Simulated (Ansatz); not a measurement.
**CHAl (singlet): the correlation ladder at distance Al1–C2 = 2.380 Å, 6-31G**

An exercise on one series of results from a longer session: the logs are not shown, and one member is left open.

Computed with Ansatz 0.2.0, Gaussian basis. Level: 6-31G, core rule «outside noble gas», up to 6 orbitals frozen.

The runs, in order: UHF; CCSD(T) on RHF; CCSD(T) on UHF; BCCD(T) on RHF; CISD; CCSDT(Q) on RHF; CCSDT(Q) on UHF; CISDTQ; CCSDTQ on RHF; CCSDTQ on UHF; CASSCF and MRCISD+Q, 2 electrons in 2 orbitals; CASSCF and NEVPT2, 2 electrons in 2 orbitals; CASSCF and MRCISD+Q, 8 electrons in 9 orbitals; CASSCF and NEVPT2, 8 electrons in 9 orbitals; Full CI.

35 further runs of the same task are left out: 7 for a known fault of the program, 22 that didn't finish, 6 set aside as unsound or not needed.

## The system

The geometry derives from a PBE0/def2-TZVP stationary point (not a proven minimum). One bond is set to the value named and the two fragments are kept rigid.

3 atoms, charge 0, spin multiplicity 1.

Atoms are counted from 1 here; the program's logs count them from 0.

Bond lengths: Al1–C2 2.380 Å, Al1–H3 1.591 Å. Angles: C2–Al1–H3 180.0°.

Set-up of the first run:

in.yaml reads:

```yaml
crystal:
  periodic: [false, false, false]
  atoms:
    - {symbol: Al, position_ang: [0.000000, 0.000000, 0.262963]}
    - {symbol: C, position_ang: [0.000000, 0.000000, -2.117037]}
    - {symbol: H, position_ang: [0.000000, 0.000000, 1.854074]}
basis:
  gaussian: {orbitals: 6-31G}
magnetization: {spin_polarized: true, initial_magnetization: 0}
hamiltonian: {xc: hf}
output: {orbitals: {seedname: orbitals}}
```

On the command line:

```sh
$ ansatz run in.yaml --threads 1 --pin off --events-out ev --progress --plain --max-ram 2393MiB
```

Among the steps run: UHF; CCSD(T) on RHF; CCSD(T) on UHF; BCCD(T) on RHF; CISD; CCSDT(Q) on RHF; CCSDT(Q) on UHF; CISDTQ; CCSDTQ on RHF; CCSDTQ on UHF; CASSCF and MRCISD+Q, 2 electrons in 2 orbitals; CASSCF and NEVPT2, 2 electrons in 2 orbitals; CASSCF and MRCISD+Q, 8 electrons in 9 orbitals; CASSCF and NEVPT2, 8 electrons in 9 orbitals; Full CI.

One table of the session follows, with a row left open; its other results are not shown here.

| method | from FCI (meV) |
| --- | --- |
| RHF | +4423.0 |
| RMP2 | +1706.5 |
| CISD | +860.9 |
| RCCSD | +426.3 |
| RCCSD(T) | +135.8 |
| BCCD(T) | +177.2 |
| RCCSDT | +104.9 |
| CISDTQ | +97.0 |
| RCCSDT(Q) | +19.8 |
| RCCSDTQ | +9.7 |
| CASSCF valence | ? |
| NEVPT2 valence | +275.2 |
| MRCISD valence | +31.8 |
| MRCISD+Q valence | +11.2 |
| FCI | 0 |

Estimate the missing values for CASSCF valence.

**Answer.** from FCI (meV): +932.8. In the column «from FCI (meV)» it lies between CISD (+860.9) and RMP2 (+1706.5).

Not comparable, so not listed: CASSCF and MRCISD+Q, 2 electrons in 2 orbitals (they don't share determinant, frozen orbitals or solution with the rows shown, or repeat one).

Limits of these values: The report flags that the cluster equations may have other roots. Left out of the table: CASSCF pair, NEVPT2 pair (the active space lost an orbital or holds another state than full CI finds). Left out of the table: UHF, UMP2, UCCSD, UCCSD(T), UCCSDT, UCCSDT(Q), UCCSDTQ (another determinant or state than the rows shown). The program flags BCCD(T), RCCSDTQ as in doubt, so those rows may rest on another solution; read them beside their warnings. Warnings in the runs' records: passed over end.
